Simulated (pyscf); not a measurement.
Optimised with ωB97X-D3(BJ)/def2-SVP in PySCF.

Q: Cl–CH₂–CH₂–Cl + Cl• → Cl–CH•–CH₂–Cl + HCl
Surface: doublet. Broken: C–H. Formed: Cl–H. Give ΔE‡ and ΔE from M06-2X/def2-TZVP, relative to the separated reactants.

A: ΔE‡ = 8.5 kJ/mol, ΔE = -6.5 kJ/mol. ωB97M-D3(BJ)/def2-TZVP gives 10.6 kJ/mol and -10.0 kJ/mol. Zero-point energy shifts the barrier by -18.2 kJ/mol. It is a hydrogen abstraction, with an imaginary mode of 1024i cm⁻¹. One saddle was located; it need not be the lowest between these sides. The angle at the transferred H is 166°. Left out: the spin-orbit lowering of Cl.
